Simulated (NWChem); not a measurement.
**[NO2]− (nitrite): M06-2X/def2-TZVPPD**

Aim: the vertical singlet–triplet gap of [NO2]− (nitrite) at M06-2X/def2-TZVPPD, from 2 runs. 

The results are computed with NWChem 7.3.0.

3 further runs of the same task are left out: 2 that didn't finish, 1 set aside as unsound or not needed. Runs told in other sessions of the task aren't counted.

### 1 The structure to begin with

[NO2]−: 3 atoms, total charge -1, spin state singlet. SMILES: `O=N[O-]`. Geometry: relaxed at PBE0-D4/def2-TZVPD.

Bond lengths: O1–N2 1.245 Å, N2–O3 1.245 Å. Angles: O1–N2–O3 116.8°.

### 2 Energy and gradient at M06-2X/def2-TZVPPD

File input.nw:

```
start input
title "NO2 gradient"
memory total 2200 mb
charge -1
geometry units bohr noautosym nocenter noautoz
  O      0.61007918     1.87583664     0.54352303
  N      0.61557829    -0.46373879     0.28721947
  O     -1.22565747    -1.41211674    -0.83074250
end
basis spherical bse
  * library def2-TZVPPD
end
dft
  xc m06-2x
  grid fine
  convergence energy 1e-08
  maxiter 100
  mulliken
  noprint "final vectors analysis"
end
task dft gradient
```

On the command line:

```sh
$ nwchem input.nw > input.out
```

Log (excerpt; [...] marks lines left out):

```text
[...]
          Wavefunction type:  closed shell.
          No. of atoms     :     3
          No. of electrons :    24
[...]
          Charge           :    -1
          Spin multiplicity:     1
[...]
          AO basis - number of functions:   117
[...]
              XC Information
              --------------
                       M06-2X Method XC Functional
                     Hartree-Fock (Exact) Exchange  0.540
                        M06-2X Exchange Functional  1.000
                      M06-2X Correlation Potential  1.000
[...]
 d= 0,ls=0.0,diis     1   -204.8036386275 -2.68D+02  1.78D-01  3.78D+00     1.6
[...]
 d= 0,ls=0.0,diis     9   -205.1616087393 -6.64D-09  2.63D-06  6.17D-08    12.1
         Total DFT energy =     -205.161608739349
      One electron energy =     -413.622610515367
           Coulomb energy =      169.035965749529
    Exchange-Corr. energy =      -24.127427661025
 Nuclear repulsion energy =       63.552463687513
[...]
      Total Density - Mulliken Population Analysis
     ---------------------------------------------
    Atom       Charge   Shell Charges
 -----------   ------   -------------------------------------------------------
    1 O    8     8.55   0.79  1.18  0.61  0.89  0.47 -0.03  1.84  1.83  0.86  0.07  0.00  0.03 -0.00  0.00
    2 N    7     6.90   0.82  1.15  0.61  0.80  0.15  0.30  1.37  1.29  0.25  0.03  0.14 -0.03  0.01
    3 O    8     8.55   0.79  1.18  0.61  0.89  0.47 -0.03  1.84  1.83  0.86  0.07  0.00  0.03 -0.00  0.00
[...]
  wavefunction    = closed shell
                         DFT ENERGY GRADIENTS
    atom               coordinates                        gradient
                 x          y          z           x          y          z
   1 O       0.610079   1.875837   0.543523    0.000749   0.003179   0.000765
   2 N       0.615578  -0.463739   0.287219    0.001455  -0.001081   0.000681
   3 O      -1.225657  -1.412117  -0.830743   -0.002205  -0.002098  -0.001445
[...]
```

Run time: 19 s. Hardware: 1 thread of Intel Xeon 6975P-C (Granite Rapids), shared host; peak memory 0.12 GiB.

### 3 The triplet: the energy at UM06-2X/def2-TZVPPD

File no2.nw:

```
start no2
memory stack 880 mb heap 220 mb global 1100 mb
charge -1

geometry units angstroms noautosym nocenter noautoz
  O     0.322840    0.992650    0.287620
  N     0.325750   -0.245400    0.151990
  O    -0.648590   -0.747260   -0.439610
end

basis spherical bse
  * library def2-TZVPPD
end

dft
  xc m06-2x
  mult 3
  grid fine
  convergence energy 1e-08
  maxiter 100
  mulliken
end

task dft energy
```

On the command line:

```sh
$ nwchem no2.nw > no2.out
```

Log (excerpt; [...] marks lines left out):

```text
[...]
          Wavefunction type:  spin polarized.
          No. of atoms     :     3
          No. of electrons :    24
[...]
          Charge           :    -1
          Spin multiplicity:     3
[...]
          AO basis - number of functions:   117
[...]
              XC Information
              --------------
                       M06-2X Method XC Functional
                     Hartree-Fock (Exact) Exchange  0.540
                        M06-2X Exchange Functional  1.000
                      M06-2X Correlation Potential  1.000
[...]
 d= 0,ls=0.0,diis     1   -204.3888510899 -2.68D+02  4.44D-01  1.48D+00     2.1
[...]
 d= 0,ls=0.0,diis    12   -205.0696050716 -3.19D-09  1.13D-06  1.54D-09    21.9
[...]
         Total DFT energy =     -205.069605071623
      One electron energy =     -413.744443510173
           Coulomb energy =      169.297907475120
    Exchange-Corr. energy =      -24.175537340717
 Nuclear repulsion energy =       63.552468304147
[...]
      Total Density - Mulliken Population Analysis
     ---------------------------------------------
    Atom       Charge   Shell Charges
 -----------   ------   -------------------------------------------------------
    1 O    8     8.62   0.79  1.18  0.61  0.90  0.48  0.01  1.84  1.82  0.87  0.08  0.00  0.03  0.00  0.00
    2 N    7     6.77   0.82  1.15  0.57  0.75  0.15  0.11  1.46  1.35  0.24  0.02  0.12 -0.01  0.01
    3 O    8     8.62   0.79  1.18  0.61  0.90  0.48  0.01  1.84  1.82  0.87  0.08  0.00  0.03  0.00  0.00
[...]
      <S2> =      2.0166 (Exact =     2.0000)
[...]
```

Wall time 23 s (1 thread of Intel Xeon 6975P-C (Granite Rapids), shared host); peak memory 0.12 GiB.

### 4 Summary of results

Level: M06-2X/def2-TZVPPD.

| quantity | value |
| --- | --- |
| singlet: total energy | -205.16161 Eh |
| singlet: largest force on an atom | 0.173 eV/Å |
| triplet: total energy | -205.06961 Eh |
| triplet: HOMO energy (highest over α and β) | 0.77 eV |
| triplet: LUMO energy (lowest over α and β) | 4.06 eV |
| triplet: ⟨S²⟩ | 2.017 |
| vertical energy of the triplet above the singlet | 2.504 eV |

What this shows: At this shape the triplet lies 2.50 eV (58 kcal/mol) above the singlet. Mulliken charges (singlet) run from -0.55 on O1 to +0.10 on N2; in a basis this large or diffuse they mean little. Mulliken charges (triplet) run from -0.62 on O1 to +0.23 on N2; in a basis this large or diffuse they mean little. The HOMO (triplet) lies at positive energy, 0.77 eV, from the functional's self-interaction, a short basis or an electron that isn't bound; only total energies against the neutral tell.
